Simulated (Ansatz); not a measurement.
# C3H3F: the cost of one run

The runs use Ansatz 0.2.0, Gaussian basis; single points in def2-TZVPP.

Cores are frozen in the correlated methods.

1 further run of the same task is left out (it didn't finish).

## Step 1: Where the work starts

SMILES `C=C=CF`, 7 atoms, charge 0, spin multiplicity 1.

Atoms are counted from 1 here; the program's logs count them from 0.

Bond lengths: C1–C2 1.296 Å, C1–H5 1.123 Å, C1–H6 1.104 Å, C2–C3 1.304 Å, C3–F4 1.387 Å, C3–H7 1.099 Å. Angles: C2–C1–H5 122.4°, C2–C1–H6 126.4°, H5–C1–H6 111.1°, C1–C2–C3 176.7°, C2–C3–F4 120.3°, C2–C3–H7 128.5°, F4–C3–H7 111.2°.

Coordinates:

```mol
C3H3F
  3D, bonds by distance, orders not assigned

  7  6  0  0  0  0  0  0  0  0999 V2000
   -0.8863    0.9862    0.0033 C   0  0
   -0.0281    0.0163    0.0398 C   0  0
    0.8901   -0.9087    0.0709 C   0  0
    1.0138   -1.8061   -0.9788 F   0  0
   -1.9323    0.8785    0.3976 H   0  0
   -0.7279    1.9857   -0.4377 H   0  0
    1.6336   -1.1086    0.8548 H   0  0
  1  2  8  0
  1  5  8  0
  1  6  8  0
  2  3  8  0
  3  4  8  0
  3  7  8  0
M  END
```

## Step 2: PBE-D4/def2-TZVPP

File run/in.yaml:

```yaml
crystal:
  periodic: [false, false, false]
  atoms:
    - {symbol: C, position_ang: [-0.886334, 0.986178, 0.003339]}
    - {symbol: C, position_ang: [-0.028116, 0.016299, 0.039752]}
    - {symbol: C, position_ang: [0.890090, -0.908713, 0.070941]}
    - {symbol: F, position_ang: [1.013774, -1.806137, -0.978773]}
    - {symbol: H, position_ang: [-1.932348, 0.878508, 0.397614]}
    - {symbol: H, position_ang: [-0.727874, 1.985670, -0.437745]}
    - {symbol: H, position_ang: [1.633569, -1.108608, 0.854801]}
basis:
  gaussian: {orbitals: def2-TZVPP}
hamiltonian: {xc: pbe, dispersion: d4}
output: {forces: true}
```

On the command line:

```console
ansatz run in.yaml --threads 2 --pin off --events-out ev --progress --plain --max-ram 3481MiB
```

Q: Estimate wall time and peak memory on 2 threads of Arm Neoverse V1, shared host.

About 1.6 s, with a peak of 0.14 GiB.
